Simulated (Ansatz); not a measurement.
Input for Ansatz (a first-principles code): R-CCSD(T)/aug-cc-pVQZ on H2 (SMILES [H][H]).

Ansatz 0.2 input:
```yaml
crystal:
  periodic: [false, false, false]
  atoms:
    - {symbol: H, position_ang: [0.00000000, 0.00000000, 0.00000000]}
    - {symbol: H, position_ang: [0.74187646, 0.00000000, 0.00000000]}
basis:
  gaussian:
    orbitals: aug-cc-pVQZ
magnetization: {spin_polarized: false}
correlation: {method: ccsd_t, electrons: outside_noble_gas}
scf: {lower_state_search: off}
```

The head of its log:

```
WARN ansatz: RAYON_NUM_THREADS=2 ignored (pool sized by the plan → 2); use --threads N
Functional definition: HF
these checks for a lower state are left out or cut short: stability, starts, cluster_reference, orbital_swaps, neighbouring_geometries, increment
integrals: 0.08 GiB planned
522 factors; integrals over basis functions are off by at most 6.3e-4 eV
mean field: 0.09 GiB planned
mean field evaluation 1: about -30.7517 eV, gradient 3.6e0 eV
mean field evaluation 2: about -30.7517 eV, gradient 3.6e0 eV
mean field evaluation 4: about -30.8430 eV, gradient 7.0e-2 eV
mean field evaluation 8: about -30.8431 eV, gradient 2.0e-7 eV
mean field -30.84307481 eV, -1.1334620930 hartree, gradient 2.0e-7 eV, S^2 0.000000; 0 other end points of the search recorded, 0 dependent functions left out
reference -30.84307481 eV, -1.1334620930 hartree; 1, 1 occupied and 91, 91 virtual orbitals, 522 factors
```

Question: Predict the final total energy.

Answer: -1.1739 hartree (reference determinant -1.1335, T1 diagnostic 0.006).
